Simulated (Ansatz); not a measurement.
# HO2 radical: geometry and frequencies at several levels

The task, for HO2 radical: geometry and frequencies at several levels. Spin multiplicity 2.

Program: Ansatz 0.2.0. Level of theory: the levels named in each step. These are calculated values, not measurements.

### 1 The starting structure

Bond lengths: O1–O2 1.302 Å, O2–H3 0.984 Å. Angles: O1–O2–H3 108.4°.

Structure file:

```xyz
3

O     0.6210   -0.2801    0.0000
O    -0.5429    0.3046   -0.0006
H    -1.2397   -0.3896    0.0096
```

### 2 A rough first relaxation, PBE-D4/def2-SVP

This run stands in another session on the same molecule. It ended at:

```xyz
3

O     0.6236   -0.2899    0.0001
O    -0.5509    0.3233   -0.0008
H    -1.2343   -0.3985    0.0096
```

### 3 Relaxation, PBE0-D4/def2-TZVPP

This run stands in another session on the same molecule. It ended at:

```xyz
3

O     0.6085   -0.2888    0.0001
O    -0.5524    0.3163   -0.0007
H    -1.2177   -0.3926    0.0095
```

### 4 Frequencies, PBE0-D4/def2-TZVPP

input.yaml

```yaml
crystal:
  periodic: [false, false, false]
  atoms:
    - { symbol: O, position_ang: [0.60852201, -0.28883212, 0.00014537] }
    - { symbol: O, position_ang: [-0.55241343, 0.31631414, -0.00067481] }
    - { symbol: H, position_ang: [-1.21768859, -0.39258202, 0.00950944] }
magnetization:
  spin_polarized: true
  initial_magnetization: 1
basis:
  gaussian: { orbitals: def2-TZVPP }
hamiltonian:
  xc: pbe0
  dispersion: d4
phonons: {}
```

Command:

```bash
> ansatz run input.yaml --threads 2 --pin off --max-ram 5120MiB --backend cpu --events-out ev --progress --plain --runs-dir out
```

What it wrote (excerpt; [...] marks lines left out):

```text
Warning: RAYON_NUM_THREADS=2 ignored (pool sized by the plan → 2); use --threads N
[...]
Functional definition: PBE0
[...]
361 factors; their error is unknown
[...]
mean field -4103.97885021 eV, -150.8184409685 hartree, gradient 3.0e-5 eV, S^2 0.754106; 1 other end points of the search recorded, 0 dependent functions left out
[...]
reference -4103.97886419 eV, -150.8184414822 hartree; 9, 8 occupied and 67, 68 virtual orbitals, 361 factors
[...]
361 factors; their error is unknown
mean field -4103.97881787 eV, -150.8184397801 hartree, gradient 1.2e-6 eV, S^2 0.754103; 0 other end points of the search recorded, 0 dependent functions left out
[...]
reference -4103.97883186 eV, -150.8184402941 hartree; 9, 8 occupied and 67, 68 virtual orbitals, 361 factors
[...]
361 factors; their error is unknown
[...]
mean field -4103.97881699 eV, -150.8184397475 hartree, gradient 1.2e-6 eV, S^2 0.754109; 0 other end points of the search recorded, 0 dependent functions left out
[...]
reference -4103.97883095 eV, -150.8184402608 hartree; 9, 8 occupied and 67, 68 virtual orbitals, 361 factors
[...]
361 factors; their error is unknown
mean field -4103.97878820 eV, -150.8184386896 hartree, gradient 3.0e-6 eV, S^2 0.754110; 0 other end points of the search recorded, 0 dependent functions left out
[...]
reference -4103.97880217 eV, -150.8184392030 hartree; 9, 8 occupied and 67, 68 virtual orbitals, 361 factors
[...]
361 factors; their error is unknown
[...]
361 factors; their error is unknown
mean field -4103.97876452 eV, -150.8184378194 hartree, gradient 1.2e-6 eV, S^2 0.754103; 0 other end points of the search recorded, 0 dependent functions left out
[...]
reference -4103.97877848 eV, -150.8184383323 hartree; 9, 8 occupied and 67, 68 virtual orbitals, 361 factors
[...]
361 factors; their error is unknown
[...]
mean field -4103.97875687 eV, -150.8184375381 hartree, gradient 1.2e-6 eV, S^2 0.754109; 0 other end points of the search recorded, 0 dependent functions left out
[...]
reference -4103.97877086 eV, -150.8184380525 hartree; 9, 8 occupied and 67, 68 virtual orbitals, 361 factors
[...]
361 factors; their error is unknown
mean field -4103.97881158 eV, -150.8184395487 hartree, gradient 2.6e-6 eV, S^2 0.754104; 0 other end points of the search recorded, 0 dependent functions left out
[...]
reference -4103.97882554 eV, -150.8184400617 hartree; 9, 8 occupied and 67, 68 virtual orbitals, 361 factors
[...]
361 factors; their error is unknown
mean field -4103.97881089 eV, -150.8184395233 hartree, gradient 2.7e-6 eV, S^2 0.754108; 0 other end points of the search recorded, 0 dependent functions left out
[...]
reference -4103.97882488 eV, -150.8184400376 hartree; 9, 8 occupied and 67, 68 virtual orbitals, 361 factors
Total energy: -4103.98884216 eV, -150.8188081658 hartree
Atom 0 at     0.608522    -0.288832     0.000145 Å, force     0.001095     0.000256    -0.000008 eV/Å
Atom 1 at    -0.552413     0.316314    -0.000675 Å, force    -0.000796    -0.001381     0.000018 eV/Å
Atom 2 at    -1.217689    -0.392582     0.009509 Å, force    -0.000298     0.001125    -0.000010 eV/Å
Dipole moment:    -0.430659    -0.178818     0.003766 e Å
Vibrations: 1226.05 1462.65 3657.23 cm⁻¹, zero-point energy 0.393398 eV
```

Wall time 5.4 s (2 threads of AMD EPYC 7R43 (Zen 3), shared host); peak memory 0.13 GiB.

Harmonic frequencies (cm⁻¹; negative: imaginary): 1226, 1463, 3657.

### 5 Relaxation, PBE-D4/def2-TZVPP

input.yaml, as its differences from that of step 4:

```diff
@@ -12,4 +12,6 @@
 hamiltonian:
-  xc: pbe0
+  xc: pbe
   dispersion: d4
-phonons: {}
+relax:
+  f_tol: 0.002
+  max_steps: 150
```

Command:

```bash
> ansatz run input.yaml --threads 2 --pin off --max-ram 5120MiB --backend cpu --events-out ev --progress --plain --runs-dir out
```

What it wrote (excerpt; [...] marks lines left out):

```text
Warning: RAYON_NUM_THREADS=2 ignored (pool sized by the plan → 2); use --threads N
[...]
Functional definition: PBE
[...]
361 factors; their error is unknown
[...]
mean field -4104.26659865 eV, -150.8290155287 hartree, gradient 2.5e-5 eV, S^2 0.752024; 4 other end points of the search recorded, 0 dependent functions left out
[...]
reference -4104.26661836 eV, -150.8290162528 hartree; 9, 8 occupied and 67, 68 virtual orbitals, 361 factors
relax step   1: F+E_penalty+E_count = -4104.27898932 eV  Δ(F+E_penalty+E_count) = +0.000e0 eV  max|allowed force component| = 1.057e0 eV/Å  Δτ_max = 0.0000 Å  (90 SCF iters, accepted)
[...]
relax step   5: F+E_penalty+E_count = -4104.29948506 eV  Δ(F+E_penalty+E_count) = -4.686e-5 eV  max|allowed force component| = 2.170e-3 eV/Å  Δτ_max = 0.0009 Å  (33 SCF iters, accepted)
[...]
relax step   6: F+E_penalty+E_count = -4104.29948512 eV  Δ(F+E_penalty+E_count) = -6.183e-8 eV  max|allowed force component| = 1.573e-5 eV/Å  Δτ_max = 0.0000 Å  (34 SCF iters, accepted)
361 factors; their error is unknown
[...]
mean field -4104.28708839 eV, -150.8297685126 hartree, gradient 4.9e-6 eV, S^2 0.752072; 5 other end points of the search recorded, 0 dependent functions left out
[...]
reference -4104.28710812 eV, -150.8297692378 hartree; 9, 8 occupied and 67, 68 virtual orbitals, 361 factors
Total energy: -4104.29950486 eV, -150.8302248093 hartree
Atom 0 at     0.624951    -0.293896     0.000122 Å, force     0.000002    -0.000002     0.000000 eV/Å
Atom 1 at    -0.558059     0.326778    -0.000755 Å, force     0.000009     0.000016    -0.000000 eV/Å
Atom 2 at    -1.228472    -0.397982     0.009613 Å, force    -0.000011    -0.000014     0.000000 eV/Å
Dipole moment:    -0.444719    -0.163915     0.003680 e Å
```

Run time: 4.9 s. Hardware: 2 threads of AMD EPYC 7R43 (Zen 3), shared host; peak memory 0.13 GiB.

Relaxation path:

| step | energy from step 1 (eV) | largest force component (eV/Å) |
| --- | --- | --- |
| 1 | 0.0000 | 1.0570 |
| 2 | -0.0169 | 0.4243 |
| 3 | -0.0203 | 0.0608 |
| 4 | -0.0204 | 0.0575 |
| 5 | -0.0205 | 0.0022 |
| 6 | -0.0205 | 0.0000 |

Step 1 is the start.

Before: Bond lengths: O1–O2 1.309 Å, O2–H3 0.972 Å. Angles: O1–O2–H3 105.6°.

After: Bond lengths: O1–O2 1.336 Å, O2–H3 0.987 Å. Angles: O1–O2–H3 105.1°.

### 6 Frequencies, PBE-D4/def2-TZVPP

input.yaml

```yaml
crystal:
  periodic: [false, false, false]
  atoms:
    - { symbol: O, position_ang: [0.62495102, -0.29389645, 0.00012166] }
    - { symbol: O, position_ang: [-0.55805889, 0.32677826, -0.00075471] }
    - { symbol: H, position_ang: [-1.22847214, -0.39798181, 0.00961305] }
magnetization:
  spin_polarized: true
  initial_magnetization: 1
basis:
  gaussian: { orbitals: def2-TZVPP }
hamiltonian:
  xc: pbe
  dispersion: d4
phonons: {}
```

Command:

```bash
> ansatz run input.yaml --threads 2 --pin off --max-ram 5120MiB --backend cpu --events-out ev --progress --plain --runs-dir out
```

What it wrote (excerpt; [...] marks lines left out):

```text
Warning: RAYON_NUM_THREADS=2 ignored (pool sized by the plan → 2); use --threads N
[...]
Functional definition: PBE
[...]
361 factors; their error is unknown
[...]
mean field -4104.28708846 eV, -150.8297685152 hartree, gradient 2.0e-5 eV, S^2 0.752072; 4 other end points of the search recorded, 0 dependent functions left out
[...]
reference -4104.28710819 eV, -150.8297692404 hartree; 9, 8 occupied and 67, 68 virtual orbitals, 361 factors
[...]
361 factors; their error is unknown
mean field -4104.28706078 eV, -150.8297674980 hartree, gradient 2.0e-6 eV, S^2 0.752070; 0 other end points of the search recorded, 0 dependent functions left out
[...]
reference -4104.28708053 eV, -150.8297682237 hartree; 9, 8 occupied and 67, 68 virtual orbitals, 361 factors
[...]
361 factors; their error is unknown
[...]
361 factors; their error is unknown
mean field -4104.28705602 eV, -150.8297673232 hartree, gradient 2.0e-6 eV, S^2 0.752070; 0 other end points of the search recorded, 0 dependent functions left out
[...]
reference -4104.28707574 eV, -150.8297680476 hartree; 9, 8 occupied and 67, 68 virtual orbitals, 361 factors
[...]
361 factors; their error is unknown
[...]
mean field -4104.28705407 eV, -150.8297672515 hartree, gradient 2.0e-6 eV, S^2 0.752073; 0 other end points of the search recorded, 0 dependent functions left out
[...]
reference -4104.28707383 eV, -150.8297679775 hartree; 9, 8 occupied and 67, 68 virtual orbitals, 361 factors
Total energy: -4104.29950493 eV, -150.8302248119 hartree
Atom 0 at     0.624951    -0.293896     0.000122 Å, force     0.000005    -0.000003     0.000000 eV/Å
Atom 1 at    -0.558059     0.326778    -0.000755 Å, force     0.000006     0.000017    -0.000000 eV/Å
Atom 2 at    -1.228472    -0.397982     0.009613 Å, force    -0.000011    -0.000014     0.000000 eV/Å
Dipole moment:    -0.444719    -0.163915     0.003680 e Å
Vibrations: 1115.14 1385.10 3435.63 cm⁻¹, zero-point energy 0.367977 eV
```

It took 5.2 s on 2 threads of AMD EPYC 7R43 (Zen 3), shared host; peak memory 0.12 GiB.

Harmonic frequencies (cm⁻¹; negative: imaginary): 1115, 1385, 3436.

### 7 Relaxation, r2SCAN-D4/def2-TZVPP

input.yaml

```yaml
crystal:
  periodic: [false, false, false]
  atoms:
    - { symbol: O, position_ang: [0.60852201, -0.28883212, 0.00014537] }
    - { symbol: O, position_ang: [-0.55241343, 0.31631414, -0.00067481] }
    - { symbol: H, position_ang: [-1.21768859, -0.39258202, 0.00950944] }
magnetization:
  spin_polarized: true
  initial_magnetization: 1
basis:
  gaussian: { orbitals: def2-TZVPP }
hamiltonian:
  xc: r2scan
  dispersion: d4
relax:
  f_tol: 0.002
  max_steps: 150
```

Command:

```bash
> ansatz run input.yaml --threads 2 --pin off --max-ram 5120MiB --backend cpu --events-out ev --progress --plain --runs-dir out
```

What it wrote (excerpt; [...] marks lines left out):

```text
Warning: RAYON_NUM_THREADS=2 ignored (pool sized by the plan → 2); use --threads N
[...]
Functional definition: r2SCAN
[...]
361 factors; their error is unknown
[...]
mean field -4106.31046398 eV, -150.9041261942 hartree, gradient 2.5e-5 eV, S^2 0.754371; 1 other end points of the search recorded, 0 dependent functions left out
[...]
reference -4106.31046904 eV, -150.9041263801 hartree; 9, 8 occupied and 67, 68 virtual orbitals, 361 factors
relax step   1: F+E_penalty+E_count = -4106.31333721 eV  Δ(F+E_penalty+E_count) = +0.000e0 eV  max|allowed force component| = 7.251e-1 eV/Å  Δτ_max = 0.0000 Å  (45 SCF iters, accepted)
[...]
relax step   4: F+E_penalty+E_count = -4106.32136080 eV  Δ(F+E_penalty+E_count) = -6.749e-5 eV  max|allowed force component| = 4.617e-2 eV/Å  Δτ_max = 0.0023 Å  (40 SCF iters, accepted)
[...]
relax step   5: F+E_penalty+E_count = -4106.32138611 eV  Δ(F+E_penalty+E_count) = -2.530e-5 eV  max|allowed force component| = 3.989e-4 eV/Å  Δτ_max = 0.0006 Å  (40 SCF iters, accepted)
361 factors; their error is unknown
[...]
mean field -4106.31851265 eV, -150.9044219774 hartree, gradient 7.7e-6 eV, S^2 0.754405; 2 other end points of the search recorded, 0 dependent functions left out
[...]
reference -4106.31851770 eV, -150.9044221629 hartree; 9, 8 occupied and 67, 68 virtual orbitals, 361 factors
Total energy: -4106.32139116 eV, -150.9045277604 hartree
Atom 0 at     0.617417    -0.293392     0.000151 Å, force     0.000399    -0.000210     0.000000 eV/Å
Atom 1 at    -0.559002     0.323251    -0.000715 Å, force    -0.000385     0.000227    -0.000001 eV/Å
Atom 2 at    -1.219995    -0.394960     0.009544 Å, force    -0.000014    -0.000017     0.000000 eV/Å
Dipole moment:    -0.429571    -0.176111     0.003734 e Å
```

It took 6.1 s on 2 threads of AMD EPYC 7R43 (Zen 3), shared host; peak memory 0.14 GiB.

Step by step:

```csv
step,E - E(step 1) (eV),largest force component (eV/Å)
1,0.0000,0.7251
2,-0.0063,0.2959
3,-0.0080,0.0465
4,-0.0080,0.0462
5,-0.0080,0.0004
```

Step 1 is the start.

Before: Bond lengths: O1–O2 1.309 Å, O2–H3 0.972 Å. Angles: O1–O2–H3 105.6°.

After: Bond lengths: O1–O2 1.328 Å, O2–H3 0.976 Å. Angles: O1–O2–H3 105.0°.

### 8 Frequencies, r2SCAN-D4/def2-TZVPP

input.yaml

```yaml
crystal:
  periodic: [false, false, false]
  atoms:
    - { symbol: O, position_ang: [0.61741728, -0.29339158, 0.00015087] }
    - { symbol: O, position_ang: [-0.55900234, 0.32325138, -0.00071482] }
    - { symbol: H, position_ang: [-1.21999495, -0.3949598, 0.00954394] }
magnetization:
  spin_polarized: true
  initial_magnetization: 1
basis:
  gaussian: { orbitals: def2-TZVPP }
hamiltonian:
  xc: r2scan
  dispersion: d4
phonons: {}
```

Command:

```bash
> ansatz run input.yaml --threads 2 --pin off --max-ram 5120MiB --backend cpu --events-out ev --progress --plain --runs-dir out
```

What it wrote (excerpt; [...] marks lines left out):

```text
Warning: RAYON_NUM_THREADS=2 ignored (pool sized by the plan → 2); use --threads N
[...]
Functional definition: r2SCAN
[...]
361 factors; their error is unknown
[...]
mean field -4106.31851185 eV, -150.9044219480 hartree, gradient 2.8e-5 eV, S^2 0.754405; 1 other end points of the search recorded, 0 dependent functions left out
[...]
reference -4106.31851690 eV, -150.9044221335 hartree; 9, 8 occupied and 67, 68 virtual orbitals, 361 factors
[...]
361 factors; their error is unknown
mean field -4106.31848213 eV, -150.9044208555 hartree, gradient 3.1e-6 eV, S^2 0.754403; 0 other end points of the search recorded, 0 dependent functions left out
[...]
reference -4106.31848718 eV, -150.9044210411 hartree; 9, 8 occupied and 67, 68 virtual orbitals, 361 factors
[...]
361 factors; their error is unknown
[...]
361 factors; their error is unknown
mean field -4106.31847574 eV, -150.9044206209 hartree, gradient 3.1e-6 eV, S^2 0.754402; 0 other end points of the search recorded, 0 dependent functions left out
[...]
reference -4106.31848079 eV, -150.9044208063 hartree; 9, 8 occupied and 67, 68 virtual orbitals, 361 factors
[...]
361 factors; their error is unknown
mean field -4106.31847519 eV, -150.9044206005 hartree, gradient 3.1e-6 eV, S^2 0.754407; 0 other end points of the search recorded, 0 dependent functions left out
[...]
reference -4106.31848024 eV, -150.9044207862 hartree; 9, 8 occupied and 67, 68 virtual orbitals, 361 factors
Total energy: -4106.32139036 eV, -150.9045277310 hartree
Atom 0 at     0.617417    -0.293392     0.000151 Å, force     0.000413    -0.000208     0.000000 eV/Å
Atom 1 at    -0.559002     0.323251    -0.000715 Å, force    -0.000396     0.000212    -0.000000 eV/Å
Atom 2 at    -1.219995    -0.394960     0.009544 Å, force    -0.000017    -0.000004     0.000000 eV/Å
Dipole moment:    -0.429571    -0.176111     0.003734 e Å
Vibrations: 1150.84 1441.27 3575.38 cm⁻¹, zero-point energy 0.382335 eV
```

It took 7.5 s on 2 threads of AMD EPYC 7R43 (Zen 3), shared host; peak memory 0.14 GiB.

Harmonic frequencies (cm⁻¹; negative: imaginary): 1151, 1441, 3575.

### 9 Relaxation, B3LYP-D4/def2-TZVPP

input.yaml

```yaml
crystal:
  periodic: [false, false, false]
  atoms:
    - { symbol: O, position_ang: [0.60852201, -0.28883212, 0.00014537] }
    - { symbol: O, position_ang: [-0.55241343, 0.31631414, -0.00067481] }
    - { symbol: H, position_ang: [-1.21768859, -0.39258202, 0.00950944] }
magnetization:
  spin_polarized: true
  initial_magnetization: 1
basis:
  gaussian: { orbitals: def2-TZVPP }
hamiltonian:
  xc: { name: B3LYP }
  dispersion: d4
relax:
  f_tol: 0.002
  max_steps: 150
```

Command:

```bash
> ansatz run input.yaml --threads 2 --pin off --max-ram 5120MiB --backend cpu --events-out ev --progress --plain --runs-dir out
```

What it wrote (excerpt; [...] marks lines left out):

```text
Warning: RAYON_NUM_THREADS=2 ignored (pool sized by the plan → 2); use --threads N
[...]
Functional definition: B3LYP
[...]
361 factors; their error is unknown
[...]
mean field -4108.29927931 eV, -150.9772138093 hartree, gradient 2.0e-5 eV, S^2 0.753749; 1 other end points of the search recorded, 0 dependent functions left out
[...]
reference -4108.29942727 eV, -150.9772192470 hartree; 9, 8 occupied and 67, 68 virtual orbitals, 361 factors
relax step   1: F+E_penalty+E_count = -4108.31916147 eV  Δ(F+E_penalty+E_count) = +0.000e0 eV  max|allowed force component| = 7.017e-1 eV/Å  Δτ_max = 0.0000 Å  (40 SCF iters, accepted)
[...]
relax step   4: F+E_penalty+E_count = -4108.32584361 eV  Δ(F+E_penalty+E_count) = -4.234e-5 eV  max|allowed force component| = 4.036e-2 eV/Å  Δτ_max = 0.0019 Å  (38 SCF iters, accepted)
[...]
relax step   5: F+E_penalty+E_count = -4108.32586331 eV  Δ(F+E_penalty+E_count) = -1.970e-5 eV  max|allowed force component| = 2.911e-4 eV/Å  Δτ_max = 0.0006 Å  (39 SCF iters, accepted)
361 factors; their error is unknown
[...]
mean field -4108.30598405 eV, -150.9774602039 hartree, gradient 2.4e-5 eV, S^2 0.753797; 2 other end points of the search recorded, 0 dependent functions left out
[...]
reference -4108.30613178 eV, -150.9774656328 hartree; 9, 8 occupied and 67, 68 virtual orbitals, 361 factors
Total energy: -4108.32601104 eV, -150.9781961823 hartree
Atom 0 at     0.618522    -0.291947     0.000131 Å, force     0.000047     0.000013    -0.000000 eV/Å
Atom 1 at    -0.558058     0.320478    -0.000691 Å, force    -0.000244    -0.000291     0.000004 eV/Å
Atom 2 at    -1.222044    -0.393631     0.009540 Å, force     0.000196     0.000278    -0.000004 eV/Å
Dipole moment:    -0.432683    -0.179830     0.003785 e Å
```

Run time: 3.8 s. Hardware: 2 threads of AMD EPYC 7R43 (Zen 3), shared host; peak memory 0.14 GiB.

The steps of the relaxation:

| step | E - E(step 1) (eV) | largest force component (eV/Å) |
| --- | --- | --- |
| 1 | 0.0000 | 0.7017 |
| 2 | -0.0054 | 0.2764 |
| 3 | -0.0066 | 0.0379 |
| 4 | -0.0067 | 0.0404 |
| 5 | -0.0067 | 0.0003 |

Step 1 is the start.

Before: Bond lengths: O1–O2 1.309 Å, O2–H3 0.972 Å. Angles: O1–O2–H3 105.6°.

After: Bond lengths: O1–O2 1.326 Å, O2–H3 0.975 Å. Angles: O1–O2–H3 105.4°.

### 10 Frequencies, B3LYP-D4/def2-TZVPP

input.yaml

```yaml
crystal:
  periodic: [false, false, false]
  atoms:
    - { symbol: O, position_ang: [0.6185224, -0.29194741, 0.00013127] }
    - { symbol: O, position_ang: [-0.55805797, 0.32047826, -0.00069113] }
    - { symbol: H, position_ang: [-1.22204444, -0.39363085, 0.00953986] }
magnetization:
  spin_polarized: true
  initial_magnetization: 1
basis:
  gaussian: { orbitals: def2-TZVPP }
hamiltonian:
  xc: { name: B3LYP }
  dispersion: d4
phonons: {}
```

Command:

```bash
> ansatz run input.yaml --threads 2 --pin off --max-ram 5120MiB --backend cpu --events-out ev --progress --plain --runs-dir out
```

What it wrote (excerpt; [...] marks lines left out):

```text
Warning: RAYON_NUM_THREADS=2 ignored (pool sized by the plan → 2); use --threads N
[...]
Functional definition: B3LYP
[...]
361 factors; their error is unknown
[...]
mean field -4108.30598397 eV, -150.9774602012 hartree, gradient 1.9e-5 eV, S^2 0.753797; 1 other end points of the search recorded, 0 dependent functions left out
[...]
reference -4108.30613172 eV, -150.9774656307 hartree; 9, 8 occupied and 67, 68 virtual orbitals, 361 factors
[...]
361 factors; their error is unknown
mean field -4108.30595402 eV, -150.9774591004 hartree, gradient 2.7e-6 eV, S^2 0.753794; 0 other end points of the search recorded, 0 dependent functions left out
[...]
reference -4108.30610182 eV, -150.9774645320 hartree; 9, 8 occupied and 67, 68 virtual orbitals, 361 factors
[...]
361 factors; their error is unknown
[...]
361 factors; their error is unknown
mean field -4108.30594846 eV, -150.9774588960 hartree, gradient 2.9e-6 eV, S^2 0.753795; 0 other end points of the search recorded, 0 dependent functions left out
[...]
reference -4108.30609607 eV, -150.9774643208 hartree; 9, 8 occupied and 67, 68 virtual orbitals, 361 factors
[...]
361 factors; their error is unknown
mean field -4108.30594466 eV, -150.9774587565 hartree, gradient 2.9e-6 eV, S^2 0.753799; 0 other end points of the search recorded, 0 dependent functions left out
[...]
reference -4108.30609253 eV, -150.9774641907 hartree; 9, 8 occupied and 67, 68 virtual orbitals, 361 factors
Total energy: -4108.32601098 eV, -150.9781961801 hartree
Atom 0 at     0.618522    -0.291947     0.000131 Å, force     0.000048     0.000013    -0.000000 eV/Å
Atom 1 at    -0.558058     0.320478    -0.000691 Å, force    -0.000244    -0.000291     0.000004 eV/Å
Atom 2 at    -1.222044    -0.393631     0.009540 Å, force     0.000196     0.000278    -0.000004 eV/Å
Dipole moment:    -0.432684    -0.179830     0.003785 e Å
Vibrations: 1163.71 1434.48 3603.33 cm⁻¹, zero-point energy 0.384445 eV
```

Run time: 5.3 s. Hardware: 2 threads of AMD EPYC 7R43 (Zen 3), shared host; peak memory 0.12 GiB.

Harmonic frequencies (cm⁻¹; negative: imaginary): 1164, 1434, 3603.

(Part 1 of 2 ends here.)
